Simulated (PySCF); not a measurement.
Isomers of C3H4Cl2, one GFN2-xTB conformer each. Single-point energies are computed at PBE0/pcSseg-1 (PySCF, gas phase, no added dispersion term), electronic only.

```csv
SMILES,GFN2-xTB relative energy (kJ/mol)
ClC1(Cl)CC1,17.9
C=CC(Cl)Cl,48.5
C/C(Cl)=C\Cl,0.0
CC=C(Cl)Cl,5.1
```

Conformers: `[CH2:1]=[CH:2][CH:3]([Cl:4])[Cl:5]` with C1–C2–C3–Cl4 120°.

Q: What does PBE0/pcSseg-1 give for the same structures?

A: 
```csv
SMILES,PBE0/pcSseg-1 E (Eh),PBE0/pcSseg-1 (kJ/mol),GFN2-xTB (kJ/mol),point group
C/C(Cl)=C\Cl,-1036.60708,0.0,0.0,Cs
CC=C(Cl)Cl,-1036.60196,13.5,5.1,Cs
C=CC(Cl)Cl,-1036.59684,26.9,48.5,Cs
ClC1(Cl)CC1,-1036.59130,41.4,17.9,C2v
```

Both levels put the same isomer lowest; measured from each level's own lowest isomer, the values differ by up to 23.5 kJ/mol (ClC1(Cl)CC1: 17.9 against 41.4). As drawn, the lowest has a C=C bond outside aromatic rings, which the highest lacks; the highest has a three-membered ring, which the lowest lacks.

Q: Which frontier levels, dipoles and rotational constants go with these structures?

A: 
```
      SMILES  HOMO (eV, PBE0/pcSseg-1)  LUMO (eV)  dipole (D)     A, B, C (MHz)
C/C(Cl)=C\Cl                     -7.20      -0.32        0.76  7759, 1535, 1291
  CC=C(Cl)Cl                     -7.26      -0.19        2.05  4053, 2426, 1532
  C=CC(Cl)Cl                     -8.24      -0.80        2.29  3198, 2756, 1573
 ClC1(Cl)CC1                     -7.97       0.24        2.25  3931, 2952, 1947
```
